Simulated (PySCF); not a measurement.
# Oscillator strengths, rates and cross-sections

Species: C5H11P.
Atom-mapped SMILES: `[CH3:1][CH2:2][C@@H:3]1[CH2:4][P:5]1[CH3:6]` (hydrogens: H7, H8, H9 on C1; H10, H11 on C2; H12 on C3; H13, H14 on C4; H15, H16, H17 on C6)

Structure used (GFN2-xTB), in Å, numbered top down from 1:
```
atom  x, y, z in Å
C1    -2.4796    0.3897    0.2243
C2    -1.4250   -0.6595   -0.1191
C3    -0.0341   -0.1298    0.1409
C4     0.5989    0.7624   -0.8886
P5     1.4138   -0.8892   -0.7372
C6     2.7710   -0.4606    0.4708
H7    -2.4204    0.6559    1.2777
H8    -3.4782    0.0109    0.0201
H9    -2.3243    1.2908   -0.3648
H10   -1.5946   -1.5569    0.4810
H11   -1.5134   -0.9410   -1.1711
H12    0.1372    0.1443    1.1789
H13    1.1483    1.6331   -0.5547
H14    0.0358    0.9298   -1.7978
H15    2.4121   -0.5055    1.4969
H16    3.1760    0.5282    0.2657
H17    3.5696   -1.1905    0.3528
```

The calculation used TDDFT wB97X-D/def2-SVPD, vertical, gas phase, core orbitals frozen in the response (PySCF). GFN2-xTB frequencies show an imaginary mode (119i cm⁻¹), so this geometry is no minimum at that level.

Computed singlets with f of 0.002 or more:

| state | E (eV) | f |
| --- | --- | --- |
| S1 | 6.38 | 0.050 |
| S2 | 6.76 | 0.014 |
| S3 | 7.00 | 0.021 |
| S4 | 7.30 | 0.235 |
| S5 | 7.47 | 0.079 |
| S6 | 7.65 | 0.027 |
| S7 | 7.80 | 0.181 |
| S8 | 7.96 | 0.0061 |

Q: Turn these into Einstein A coefficients, radiative lifetimes, transition dipoles and integrated cross-sections.

A: For one non-degenerate pair of states in vacuum, A = 0.6670 f ν̃² s⁻¹ with ν̃ in cm⁻¹, τ = 1/A, |μ|² = 3f / (2ΔE) in atomic units, and the integrated cross-section is ∫σ dE = 109.76 f Mb·eV.

| state | A (s⁻¹) | τ | \|μ\| (D) | ∫σ dE (Mb·eV) |
| --- | --- | --- | --- | --- |
| S1 | 8.8×10⁷ | 11 ns | 1.43 | 5.5 |
| S2 | 2.7×10⁷ | 36 ns | 0.73 | 1.5 |
| S3 | 4.5×10⁷ | 22 ns | 0.89 | 2.3 |
| S4 | 5.4×10⁸ | 1.8 ns | 2.92 | 26 |
| S5 | 1.9×10⁸ | 5.2 ns | 1.67 | 8.7 |
| S6 | 6.8×10⁷ | 15 ns | 0.96 | 2.9 |
| S7 | 4.8×10⁸ | 2.1 ns | 2.47 | 20 |
| S8 | 1.7×10⁷ | 59 ns | 0.45 | 0.67 |

These lifetimes count emission to the ground state at the vertical energy alone; relaxation of the geometry and all other decay channels are left out.

Q: Suppose S1 emitted 0.3 eV lower with the same transition dipole. How would A change?

A: At fixed |μ|, A goes as the cube of the energy: (6.08/6.38)³ = 0.87, which makes τ about 13 ns.

Q: How much energy does a mole of photons resonant with S4 carry?

A: 7.300 eV × 96.485 = 704 kJ/mol (168 kcal/mol).

Q: What is the integrated cross-section of all computed states together?

A: Σf = 0.613 over S1 to S8, so 109.76 × Σf ≈ 67.3 Mb·eV.

One conformer stands for the species.
